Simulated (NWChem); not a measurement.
System: trifluoromethane (CHF₃); SMILES FC(F)F

```xyz
5

F      0.8805     0.8805    -0.1260
C      0.0000     0.0000     0.3340
F      0.3223    -1.2028    -0.1260
F     -1.2028     0.3223    -0.1260
H      0.0000     0.0000     1.4372
```
Atoms are numbered in this order, from 1.

Computed with NWChem. Coordinates come from a PBE0/def2-SVP optimisation. Ions are spin-unrestricted doublets at the neutral geometry; other ion states weren't tried.

Problem. Predict the results for PBE0/def2-TZVP. Quantities: vertical ionisation energy, ΔSCF (eV); −ε(HOMO) (eV).

Solution. The vertical ionisation energy, ΔSCF (eV) comes out as 14.27 and the −ε(HOMO) (eV) is 11.28.
